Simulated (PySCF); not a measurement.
# Mayer bond orders and bond lengths

Compound: n-BuOMe, C5H12O.
SMILES with atom numbers: `[CH3:1][CH2:2][CH2:3][CH2:4][O:5][CH3:6]` (hydrogens: H7, H8, H9 on C1; H10, H11 on C2; H12, H13 on C3; H14, H15 on C4; H16, H17, H18 on C6)

Geometry (PBE0-D3(BJ)/def2-SVP, Å), atoms numbered from 1 in this order:
```xyz
18
C5H12O angstrom
C     -2.7140    1.1555    0.0415
C     -1.6753    0.0462    0.0022
C     -0.2462    0.5653   -0.0635
C      0.7885   -0.5376   -0.1002
O      2.0651    0.0264   -0.1577
C      3.0884   -0.9144   -0.1892
H     -2.5714    1.8046    0.9203
H     -3.7371    0.7526    0.0882
H     -2.6488    1.7954   -0.8531
H     -1.8675   -0.6085   -0.8665
H     -1.7899   -0.5984    0.8919
H     -0.0355    1.2107    0.8062
H     -0.1121    1.1979   -0.9575
H      0.6878   -1.1849    0.7984
H      0.6124   -1.1963   -0.9786
H      4.0462   -0.3765   -0.2303
H      3.0888   -1.5616    0.7116
H      3.0205   -1.5762   -1.0768
```

Bond orders from the PBE0/pcSseg-1 density (PySCF). Geometry: PBE0-D3(BJ)/def2-SVP, one conformer, isolated molecule.

(1) How far do the computed orders between heavy atoms stray from the drawn ones?

(2) Set the Mayer orders of the bonds between heavy atoms beside their lengths.

## Answers

(1) The largest departure is 0.075, at C4–O5 (drawn single, 0.925).

(2) 
| bond | drawn as | length (Å) | Mayer order |
| --- | --- | --- | --- |
| C1–C2 | single | 1.520 | 1.067 |
| C2–C3 | single | 1.522 | 1.018 |
| C3–C4 | single | 1.513 | 1.044 |
| C4–O5 | single | 1.397 | 0.925 |
| O5–C6 | single | 1.390 | 0.948 |

By pair of heavy elements: C–C: lowest C2–C3 (1.018, 1.522 Å), highest C1–C2 (1.067, 1.520 Å); in 1 of the 3 pairs the longer bond (by over 0.003 Å) has the higher order (by 0.02 or more). C–O: lowest C4–O5 (0.925, 1.397 Å), highest O5–C6 (0.948, 1.390 Å).

Q: And the bonds to hydrogen?

A: C–H: 0.94 to 0.97 (12 bonds).

Q: Sum the orders of all bonds at each heavy atom with more than one neighbour and set the sums beside the valence in the SMILES.

A: C1 3.967 (drawn 4), C2 3.983 (drawn 4), C3 3.956 (drawn 4), C4 3.843 (drawn 4), O5 1.873 (drawn 2), C6 3.835 (drawn 4). Orders between atoms that aren't bonded are not in these sums.

Mayer orders depend on the basis set.
